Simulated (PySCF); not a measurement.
SiH3PH2, H5PSi.
Numbering: `[SiH3:1][PH2:2]` (hydrogens: H3, H4, H5 on Si1; H6, H7 on P2)

Geometry (PBE0-D3(BJ)/def2-SVP, Å), atoms numbered from 1 in this order:
```
atom  x, y, z in Å
Si1   -0.727    0.056    0.012
P2     1.443    0.197   -0.627
H3    -1.450   -0.781   -0.991
H4    -0.921   -0.539    1.370
H5    -1.302    1.435    0.000
H6     1.744   -1.142   -0.230
H7     1.870    0.756    0.618
```

Computed with PySCF at wB97X-D/def2-SVPD, non-relativistic, on one gas-phase PBE0-D3(BJ)/def2-SVP geometry that isn't relaxed in the solvent. The solvent is an IEF-PCM continuum (van der Waals radii × 1.2). Only the electrostatic response of the medium enters.

Gas phase at wB97X-D/def2-SVPD: HOMO -9.44 eV, LUMO 1.70 eV, dipole 0.71 D.

Task: What does the continuum do to the energy, the frontier levels and the dipole at wB97X-D/def2-SVPD in chloroform and acetone?

Result: 
```json
{"solvent": "chloroform", "ε": "4.711", "E(solvent) − E(gas) (kcal/mol)": "-0.71", "polarisation term (kcal/mol)": "-0.83", "distortion of the solute (kcal/mol)": "0.12", "HOMO (eV)": "-9.38", "LUMO (eV)": "1.80", "dipole (D)": "0.96"}
{"solvent": "acetone", "ε": "20.49", "E(solvent) − E(gas) (kcal/mol)": "-0.99", "polarisation term (kcal/mol)": "-1.21", "distortion of the solute (kcal/mol)": "0.22", "HOMO (eV)": "-9.37", "LUMO (eV)": "1.82", "dipole (D)": "1.07"}
```

The first energy column is the sum of the next two and covers electrostatics alone. From chloroform to acetone the lowering changes by a factor 1.38, Onsager's factor (ε − 1)/(2ε + 1) by 1.30 and ε itself by 4.3.

Task: Give the dipole vector in the frame of the coordinates (D, pointing from negative to positive charge), gas and acetone.

Result: Gas (-0.12, -0.28, 0.65), solvent (-0.15, -0.42, 0.97). Its length changes by +49 % and its direction by 2°.

Task: How does the static polarisability (wB97X-D/def2-SVPD, frozen core, with the continuum's full static response) change?

Result: 
```tsv
medium	isotropic (au)	principal values (au)	⟨r²⟩ of the electrons (bohr²)
gas	58.4	52.1, 52.1, 71.1	275.5
chloroform	75.0	67.0, 67.3, 90.9	275.6
acetone	82.1	73.7, 74.3, 98.4	275.7
```

The isotropic value in acetone is 1.41 times the gas-phase one; no cavity-field correction is applied. ⟨r²⟩ is taken about the centre of nuclear charge.

On one thread of an Arm Neoverse V1 (shared host), this took 3.1 s and 0.40 GiB of memory at its peak. This is the whole response run at wB97X-D/def2-SVPD in acetone, SCF included.

The pairwise dispersion term of wB97X-D wasn't added to the energies; at a given geometry it leaves orbitals and properties as they are.
